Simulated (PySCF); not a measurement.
## MgF at HSE06

Computed with HSE06; basis Mg aug-pcseg-1, F aug-pcseg-1; no relativity; PySCF 2.14.

For MgF, the state is ²Σ⁺ (doublet), unpaired electrons σ ↑ and the bond length is 177.9 pm. The harmonic wavenumber is 699 cm⁻¹, the force constant is 3.05 mdyn/Å and the rotational constant Be is 0.5023 cm⁻¹. The anharmonicity ωexe is 4.31 cm⁻¹, the vibration–rotation constant αe is 0.00462 cm⁻¹ and the well depth De to Mg + F is 4.55 eV. The dissociation energy D0 is 4.51 eV, the bond order (Mayer) is 0.02 and the dipole moment (positive dipole means Mg(−)F(+)) is -3.34 D.

The state is the lowest determinant that a PBE0 search found; another state may lie lower at other levels.
